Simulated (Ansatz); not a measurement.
What does this script print? It uses the Ansatz DFT code, driven from Python.

The script reads `ch2bn.xyz`:
```text
5

B    -0.18800    0.40310   -0.32640
C     0.35490   -0.69710    0.49350
N     0.77470   -1.55450    1.10880
H    -0.73840    0.21990   -1.34490
H    -0.15340    1.55500    0.02760
```

`ch2bn.py`
```python
import ansatz

BASIS = "6-31G*"


def main() -> None:
    geometry = ansatz.Crystal.molecule_from_extxyz("ch2bn.xyz")

    calc = (
        geometry.calculation()
        .basis(gaussian=BASIS)
        .correlation(active_electrons=6, active_orbitals=7)
    )
    for method in ["sc_nevpt2"]:
        summary = (calc if method is None else calc.correlation(method)).run(threads=1).report
        space = summary["configurations"]
        state = space["states"][0]
        print(method or "casscf", f"total {summary['free_energy_ev'] / 27.211386246:.6f} Ha, active-space state {state['energy']['hartree']:.6f} Ha, mean field {summary['reference_energy_ev'] / 27.211386246:.6f} Ha")
        print("  determinants", state["n_determinants"], " natural occupations", [round(n, 3) for n in space["natural_occupations"]])
    print("effectively unpaired electrons, sum of min(n, 2 - n):", round(sum(min(n, 2 - n) for n in space["natural_occupations"]), 3))


if __name__ == "__main__":
    main()
```

```console
$ python ch2bn.py
Warning: the results are in doubt because another end's mean lies 0.583 eV lower, and its corrected mean 0.265 eV higher
RunWarning: the results are in doubt because another end's mean lies 0.583 eV lower, and its corrected mean 0.265 eV higher
sc_nevpt2 total -118.480905 Ha, active-space state -118.239532 Ha, mean field -118.141038 Ha
  determinants 1225  natural occupations [1.978, 1.939, 1.935, 0.066, 0.061, 0.016, 0.005]
effectively unpaired electrons, sum of min(n, 2 - n): 0.295
```
(Warnings from the package without file and line.)

Caveats:
- The settings weren't tested for convergence.
- The geometry is a force-field or estimated start, not a minimum of this method, and the basis set is short of its limit. The active space starts as a window about the frontier orbitals and is then optimised, not chosen by chemistry.
- A lower CASSCF solution was found and passed over, so the printed active-space state isn't the lowest.
- Hardware and time: 10 s on 1 thread of Intel(R) Xeon(R) Platinum 8375C CPU @ 2.90GHz (Ice Lake) (shared host), peak memory 0.18 GiB.

(Lines on the test bed's own set-up are left out of the output.)
